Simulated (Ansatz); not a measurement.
# SiCCl (doublet): from Hartree-Fock to the top rungs, def2-TZVPP

An exercise on one series of results from a longer session: the logs are not shown, and one member is left open.

Computed with Ansatz 0.2.0, Gaussian basis. Level: def2-TZVPP, core rule «outside noble gas», up to 11 orbitals frozen.

The runs, in order: UHF; ROHF; CCSD(T) on UHF.

## The system

The geometry is a PBE0/def2-TZVP stationary point (not a proven minimum) of the parent state, kept for this charge and spin.

3 atoms, charge 0, spin multiplicity 2.

Atoms are counted from 1 here; the program's logs count them from 0.

Bond lengths: C1–Si2 1.858 Å, Si2–Cl3 2.076 Å. Angles: C1–Si2–Cl3 103.7°.

The first run:

File in.yaml:

```yaml
crystal:
  periodic: [false, false, false]
  atoms:
    - {symbol: C, position_ang: [0.000000, -0.896812, 1.818922]}
    - {symbol: Si, position_ang: [0.000000, 0.607235, 0.728623]}
    - {symbol: Cl, position_ang: [0.000000, -0.177225, -1.193419]}
basis:
  gaussian: {orbitals: def2-TZVPP}
magnetization: {spin_polarized: true, initial_magnetization: 1}
hamiltonian: {xc: hf}
output: {orbitals: {seedname: orbitals}}
```

Command:

```console
$ ansatz run in.yaml --threads 1 --pin off --events-out ev --progress --plain --max-ram 4096MiB --backend cpu
```

Steps of the session up to this table: UHF; ROHF; CCSD(T) on UHF.

One table of the session follows, with a row left open; its other results are not shown here.

| method | from UCCSD(T) (meV) |
| --- | --- |
| ROHF | +12288.5 |
| UHF | +11550.2 |
| UMP2 | ? |
| UCCSD | +566.8 |
| UCCSD(T) | 0 |

**Question.** Estimate the row for UMP2.

As computed: from UCCSD(T) (meV): +1938.0. In the column «from UCCSD(T) (meV)» it lies between UCCSD (+566.8) and UHF (+11550.2).

The program flags UCCSD(T) as in doubt (see the logs), so the zero of the table is itself unsure.

Caveats from the session: The determinant is far from a pure spin state, so its energy mixes those of several spin states (harmless only where they are near-degenerate, as at dissociation). The program flags UCCSD(T) as in doubt, so the zero of the table is itself unsure. Warnings: spin contamination; coupled cluster took another determinant than the lowest.
